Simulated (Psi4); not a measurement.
Psi4 input (wB97X-D/6-311+G**):

```
memory 1500 MB

molecule {
0 2
P     0.00516854   -0.00153424    0.11648047
H    -0.05009241    1.03292111   -0.85964720
H    -0.02743573   -1.00990756   -0.88755990
symmetry c1
no_reorient
no_com
}

set {
  basis 6-311+G**
  reference uks
  scf_type pk
  dft_radial_points 99
  dft_spherical_points 590
  e_convergence 1e-8
  d_convergence 1e-7
  maxiter 150
}

e = energy('wb97x-d')
print_out(f'\nFINAL {e:.10f} DIPOLE {variable("CURRENT DIPOLE")[0]:.6f} {variable("CURRENT DIPOLE")[1]:.6f} {variable("CURRENT DIPOLE")[2]:.6f}\n')
```

Output:

```
   => Loading Basis Set <=

    Name: 6-311+G**
    Role: ORBITAL
    Keyword: BASIS
    atoms 1   entry P          line   390 file 6-311pgss.gbs
    atoms 2-3 entry H          line    42 file 6-311pgss.gbs

   => WB97X-D: Empirical Dispersion <=

    Chai and Head-Gordon Dispersion Correction
    Chai, J.-D.; Head-Gordon, M. (2010), J. Chem. Phys., 132: 6615-6620

        s6 =       1.000000

         ---------------------------------------------------------
                                   SCF
               by Justin Turney, Rob Parrish, Andy Simmonett
                          and Daniel G. A. Smith
                              UKS Reference
         ---------------------------------------------------------

  ==> Geometry <==

    Molecular point group: c1
    Full point group: C1

    Geometry (in Angstrom), charge = 0, multiplicity = 2:

       Center              X                  Y                   Z               Mass
    ------------   -----------------  -----------------  -----------------  -----------------
         P            0.005168540000    -0.001534240000     0.116480470000    30.973761998420
         H           -0.050092410000     1.032921110000    -0.859647200000     1.007825032230
         H           -0.027435730000    -1.009907560000    -0.887559900000     1.007825032230

  Running in c1 symmetry.

  Rotational constants: A =      8.58879  B =      8.01388  C =      4.14569 [cm^-1]
  Rotational constants: A = 257485.30458  B = 240250.15860  C = 124284.66492 [MHz]
  Nuclear repulsion =   11.412346573166587

  Charge       = 0
  Multiplicity = 2
  Electrons    = 17
  Nalpha       = 9
  Nbeta        = 8

  ==> Algorithm <==

  SCF Algorithm Type is PK.
  DIIS enabled.
  MOM disabled.
  Fractional occupation disabled.
  Guess Type is SAD.
  Energy threshold   = 1.00e-08
  Density threshold  = 1.00e-07
  Integral threshold = 1.00e-12

  ==> Primary Basis <==

  Basis Set: 6-311+G**
    Blend: 6-311+G**
    Number of shells: 22
    Number of basis functions: 42
    Number of Cartesian functions: 43
    Spherical Harmonics?: true
    Max angular momentum: 2

  ==> DFT Potential <==

   => LibXC <=

    Version 7.1.2
    S. Lehtola, C. Steigemann, M. J. T. Oliveira, and M. A. L. Marques,  SoftwareX 7, 1–5 (2018) (10.1016/j.softx.2017.11.002)

   => Composite Functional: WB97X-D <=

    wB97X-D Hyb-GGA Exchange-Correlation Functional

    J.-D. Chai and M. Head-Gordon,  Phys. Chem. Chem. Phys. 10, 6615–6620 (2008) (10.1039/B810189B)

    Deriv               =              1
    GGA                 =           TRUE
    Meta                =          FALSE

    Exchange Hybrid     =           TRUE
    MP2 Hybrid          =          FALSE

   => Exchange-Correlation Functionals <=

    1.0000   wB97X-D range-separated functional

   => Exact (HF) Exchange <=

    0.7780            HF,LR [omega = 0.2000]
    0.2220               HF

   => LibXC Density Thresholds  <==

    XC_HYB_GGA_XC_WB97X_D:  1.00E-14

   => Molecular Quadrature <=

    Radial Scheme          =       TREUTLER
    Pruning Scheme         =           NONE
    Nuclear Scheme         =       TREUTLER

    Blocking Scheme        =         OCTREE
    BS radius alpha        =              1
    Pruning alpha          =              1
    Radial Points          =             99
    Spherical Points       =            590
    Total Points           =         170859
    Total Blocks           =           1292
    Max Points             =            256
    Max Functions          =             42
    Weights Tolerance      =       1.00E-15

  ==> Integral Setup <==

  Using in-core PK algorithm.
   Calculation information:
      Number of atoms:                   3
      Number of AO shells:              22
      Number of primitives:             37
      Number of atomic orbitals:        43
      Number of basis functions:        42

      Integral cutoff                 1.00e-12
      Number of threads:                 1

  Performing in-core PK
  Using 1224468 doubles for integral storage.
  We computed 32131 shell quartets total.
  Whereas there are 32131 unique shell quartets.

  Computing range-separated integrals for PK
  We computed 32131 wK shell quartets total.
  Whereas there are 32131 wK unique shell quartets.

  ==> DiskJK: Disk-Based J/K Matrices <==

    J tasked:                  Yes
    K tasked:                  Yes
    wK tasked:                 Yes
    Omega:               2.000E-01
    Schwarz Cutoff:          1E-12


  Cached 100.0% of DFT collocation blocks in 0.178 [GiB].

  Minimum eigenvalue in the overlap matrix is 1.8109845971E-02.
  Reciprocal condition number of the overlap matrix is 3.7201911519E-03.
    Using symmetric orthogonalization.

  ==> Pre-Iterations <==

  SCF Guess: Superposition of Atomic Densities via on-the-fly atomic UHF (no occupation information).

   -------------------------
    Irrep   Nso     Nmo
   -------------------------
     A         42      42
   -------------------------
    Total      42      42
   -------------------------

  ==> Iterations <==

                        Total Energy        Delta E     RMS |[F,P]|

   @UKS iter SAD:  -342.08049333921895   -3.42080e+02   0.00000e+00
   @UKS iter   1:  -342.48080124730353   -4.00308e-01   7.99112e-03 ADIIS/DIIS
   @UKS iter   2:  -342.50061028289548   -1.98090e-02   4.17912e-03 ADIIS/DIIS
   @UKS iter   3:  -342.50592164801566   -5.31137e-03   2.09479e-04 ADIIS/DIIS
   @UKS iter   4:  -342.50601984482216   -9.81968e-05   4.23906e-05 DIIS
   @UKS iter   5:  -342.50602408805906   -4.24324e-06   1.40140e-05 DIIS
   @UKS iter   6:  -342.50602472631419   -6.38255e-07   4.21488e-06 DIIS
   @UKS iter   7:  -342.50602480501027   -7.86961e-08   8.91247e-07 DIIS
   @UKS iter   8:  -342.50602480903797   -4.02770e-09   2.08029e-07 DIIS
   @UKS iter   9:  -342.50602480923112   -1.93154e-10   4.91477e-08 DIIS
  Energy and wave function converged.

  ==> Post-Iterations <==

   Electrons on quadrature grid:
      Nalpha   =    9.0000000675 ; deviation = 6.754e-08
      Nbeta    =    8.0000000451 ; deviation = 4.506e-08
      Ntotal   =   17.0000001126 ; deviation = 1.126e-07

   @Spin Contamination Metric:   3.750594738E-03
   @S^2 Expected:                7.500000000E-01
   @S^2 Observed:                7.537505947E-01
   @S   Expected:                5.000000000E-01
   @S   Observed:                5.000000000E-01

    Orbital Energies [Eh]
    ---------------------

    Alpha Occupied:

       1A    -77.224719     2A     -6.678677     3A     -4.830683
       4A     -4.824094     5A     -4.820869     6A     -0.737585
       7A     -0.474081     8A     -0.392890     9A     -0.329557

    Alpha Virtual:

      10A      0.059380    11A      0.081917    12A      0.084968
      13A      0.088156    14A      0.092135    15A      0.150431
      16A      0.338918    17A      0.347102    18A      0.361510
      19A      0.416440    20A      0.464157    21A      0.598095
      22A      0.668611    23A      0.683739    24A      0.696172
      25A      0.890405    26A      0.978998    27A      1.426277
      28A      1.481245    29A      1.523846    30A      1.535186
      31A      1.669480    32A      1.670123    33A      1.733995
      34A      2.081685    35A      2.185030    36A      2.620269
      37A      2.655389    38A      6.964183    39A     13.943217
      40A     13.999333    41A     13.999884    42A    163.161787

    Beta Occupied:

       1A    -77.220125     2A     -6.674673     3A     -4.821219
       4A     -4.818143     5A     -4.816447     6A     -0.703325
       7A     -0.467337     8A     -0.376076

    Beta Virtual:

       9A     -0.059943    10A      0.066590    11A      0.086357
      12A      0.092078    13A      0.097628    14A      0.111351
      15A      0.169089    16A      0.339814    17A      0.349374
      18A      0.380528    19A      0.420417    20A      0.481243
      21A      0.605188    22A      0.678791    23A      0.734459
      24A      0.744839    25A      0.939050    26A      0.986022
      27A      1.425946    28A      1.490258    29A      1.539436
      30A      1.539711    31A      1.675848    32A      1.690619
      33A      1.740439    34A      2.084917    35A      2.189327
      36A      2.620601    37A      2.655697    38A      6.972873
      39A     13.959564    40A     14.003327    41A     14.003371
      42A    163.165681

    Final Occupation by Irrep:
              A
    DOCC [     8 ]
    SOCC [     1 ]
    NA   [     9 ]
    NB   [     8 ]

  @UKS Final Energy:  -342.50602480923112

   => Energetics <=

    Nuclear Repulsion Energy =             11.4123465731665874
    One-Electron Energy =                -495.7340913638453799
    Two-Electron Energy =                 159.1411429073693853
    DFT Exchange-Correlation Energy =     -17.3252871572446985
    Empirical Dispersion Energy =          -0.0001357686769669
    VV10 Nonlocal Energy =                  0.0000000000000000
    Total Energy =                       -342.5060248092310644

  UHF NO Occupations:
  HONO-2 :    7  A 1.9997131
  HONO-1 :    8  A 1.9985417
  HONO-0 :    9  A 1.0000000
  LUNO+0 :   10  A 0.0014583
  LUNO+1 :   11  A 0.0002869
  LUNO+2 :   12  A 0.0001305
  LUNO+3 :   13  A 0.0000005

Computation Completed

Properties will be evaluated at   0.000000,   0.000000,   0.000000 [a0]

Properties computed using the SCF density matrix

 Multipole Moments:

 ------------------------------------------------------------------------------------
     Multipole            Electronic (a.u.)      Nuclear  (a.u.)        Total (a.u.)
 ------------------------------------------------------------------------------------

 L = 1.  Multiply by 2.5417464519 to convert [e a0] to [Debye]
 Dipole X            :         -0.0150475           -0.0000001           -0.0150475
 Dipole Y            :          0.0044668           -0.0000001            0.0044667
 Dipole Z            :         -0.3391179           -0.0000001           -0.3391180
 Magnitude           :                                                    0.3394810

 ------------------------------------------------------------------------------------

FINAL -342.5060248092 DIPOLE -0.015048 0.004467 -0.339118

*** Psi4 exiting successfully. Buy a developer a beer!
```
